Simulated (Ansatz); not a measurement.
# SiBH4F (SMILES B[SiH2]F): one structure at several levels

Computed with Ansatz 0.2.0, Gaussian basis. Level: single points in def2-TZVPP.

Cores are frozen in the correlated methods.

## (1) Starting geometry

SMILES `B[SiH2]F`, 7 atoms, charge 0, spin multiplicity 1.

Atoms are counted from 1 here; the program's logs count them from 0.

Bond lengths: B1–Si2 1.976 Å, B1–H4 1.213 Å, B1–H5 1.194 Å, Si2–F3 1.592 Å, Si2–H6 1.566 Å, Si2–H7 1.538 Å. Angles: Si2–B1–H4 123.2°, Si2–B1–H5 109.9°, H4–B1–H5 126.7°, B1–Si2–F3 115.1°, B1–Si2–H6 105.3°, B1–Si2–H7 103.7°, F3–Si2–H6 111.9°, F3–Si2–H7 111.1°, H6–Si2–H7 109.3°.

As a file:

```xyz
7
charge 0, multiplicity 1
B    -0.9003    0.1038   -0.8989
Si    0.6027   -0.2462    0.3359
F     0.7169   -1.7488    0.8507
H    -1.9083   -0.5710   -0.9263
H    -0.6895    1.0993   -1.5242
H     0.4100    0.7638    1.5176
H     1.8438    0.1543   -0.4787
```

## (2) PBE-D4/def2-TZVPP

File run/in.yaml:

```yaml
crystal:
  periodic: [false, false, false]
  atoms:
    - {symbol: B, position_ang: [-0.900262, 0.103830, -0.898862]}
    - {symbol: Si, position_ang: [0.602741, -0.246250, 0.335876]}
    - {symbol: F, position_ang: [0.716895, -1.748836, 0.850679]}
    - {symbol: H, position_ang: [-1.908257, -0.571022, -0.926286]}
    - {symbol: H, position_ang: [-0.689542, 1.099261, -1.524200]}
    - {symbol: H, position_ang: [0.409998, 0.763759, 1.517636]}
    - {symbol: H, position_ang: [1.843804, 0.154312, -0.478727]}
basis:
  gaussian: {orbitals: def2-TZVPP}
hamiltonian: {xc: pbe, dispersion: d4}
output: {forces: true}
```

Command:

```bash
$ ansatz run in.yaml --threads 2 --pin off --events-out ev --progress --plain --max-ram 3481MiB
```

Q: Estimate wall time and peak memory on 2 threads of Intel Xeon at 2.50GHz, shared host.

About 3.6 s, with a peak of 0.16 GiB.
